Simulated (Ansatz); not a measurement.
Zinc-blende BeSe was calculated with PBEsol-D3(BJ) (PAW; Ansatz, an electronic-structure program).

Run with plane-wave cutoff 520 eV, 12×12×12 k mesh, Fermi–Dirac smearing 0.01 eV, scalar-relativistic PAW data made under PBE.

The cell is scaled about its equilibrium volume:

| V (Å³/atom) | P (GPa) | direct gap at Γ (eV) | smallest gap on the k mesh (eV) |
|---|---|---|---|
| 15.364 | 5.87 | 4.957 | 2.243 |
| 15.691 | 3.72 | 4.830 | 2.297 |
| 16.018 | 1.77 | 4.670 | 2.348 |
| 16.345 | 0.00 | 4.517 | 2.395 |
| 16.672 | -1.60 | 4.369 | 2.441 |
| 16.999 | -3.06 | 4.226 | 2.483 |
| 17.326 | -4.38 | 4.089 | 2.524 |

The fundamental gap (2.40 eV at the equilibrium volume, with added k points) lies elsewhere than Γ–Γ.

Spin–orbit coupling is not included.
